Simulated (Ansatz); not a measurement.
## Ansatz (development build ahead of 0.2.0) run

```yaml
crystal:
  periodic: [false, false, false]
  atoms:
    - { symbol: B, position_ang: [0.0, 0.0, -0.55572] }
    - { symbol: F, position_ang: [0.0, 0.0, 0.55572] }
basis:
  gaussian: { orbitals: cc-pVTZ }
hamiltonian:
  xc: hf
correlation:
  method: bccd_t
  frozen_orbitals: { B: 1, F: 1 }
```

The input is written out in the form of the current development build from the run's settings.

The run gave:

* Converged: yes
* Reference energy (starting determinant): -124.12850 hartree
* Correlation energy: -0.33867 hartree
* Total energy: -124.46718 hartree
